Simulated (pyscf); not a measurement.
**Four-centre exchange: H₂N–B(Cl)–Cl + silane (SiH₄) → H₂N–BH–Cl + H₃Si–Cl**

Gas phase, singlet surface, charge 0. Bonds broken: B2–Cl3, Si7–H8. Bonds formed: B2–H8, Cl3–Si7. Single points on ωB97X-D3(BJ)/def2-SVP structures (PySCF, gas phase).

Transition state (Å):

```xyz
11

N     -1.1596    -0.8436    -1.7072
B     -1.3805    -0.0033    -0.5786
Cl    -1.1058    -0.8696     1.2478
Cl    -2.9392     0.9134    -0.4871
H     -0.3341    -1.4257    -1.7716
H     -1.9658    -1.2339    -2.1803
Si    -0.3400     1.4132     1.1774
H     -0.3931     0.8225    -0.4392
H     -0.4779     2.7207     0.4708
H      1.0923     1.0820     1.3664
H     -1.0849     1.5944     2.4491
```

One imaginary mode, 374i cm⁻¹; descent along it reached the two sides named.

```
bond     change  reactant side (Å)  saddle  product side
-------  ------  -----------------  ------  ------------
B2–Cl3   breaks              1.771   2.040           3.4
Si7–H8   breaks              1.491   1.722           3.9
B2–H8     forms                3.0   1.295         1.203
Cl3–Si7   forms                3.5   2.409         2.076
```

Electronic energies relative to the separated reactants (kJ/mol):

```tsv
level	barrier	reaction energy	reverse barrier
ωB97X-D3(BJ)/def2-TZVP	140.1	-19.3	159.3
PBE/def2-TZVP	140.4	-12.4	152.9
r²SCAN/def2-TZVP	144.3	-13.5	157.7
B3LYP-D3(BJ)/def2-TZVP	154.9	-16.1	171.0
PBE0-D3(BJ)/def2-TZVP	136.5	-13.4	149.9
M06-2X/def2-TZVP	146.4	-20.5	166.9
ωB97M-D3(BJ)/def2-TZVP	150.7	-16.0	166.7
HF/def2-TZVP	233.1	-24.6	257.7
```

With ωB97M-D3(BJ)/def2-TZVP energies and thermal terms (ideal gas, 1 atm, RRHO with modes under 100 cm⁻¹ raised to 100, one conformer, R ln 2 for chiral ones without a mode under 150 cm⁻¹), in kJ/mol:

```
T (K)    ΔH‡    ΔG‡     ΔH     ΔG
-----  -----  -----  -----  -----
298    155.7  197.3  -11.0  -17.0
600    157.2  238.9  -12.0  -22.6
900    159.1  279.3  -12.7  -27.8
1200   161.3  319.0  -13.3  -32.7
```

The same reactants have a lower exit, to H₂N–SiH₃ + Cl–BH–Cl (barrier +91.6 kJ/mol at ωB97M-D3(BJ)/def2-TZVP, against +150.7 kJ/mol here). One saddle was located; it need not be the lowest between these sides.
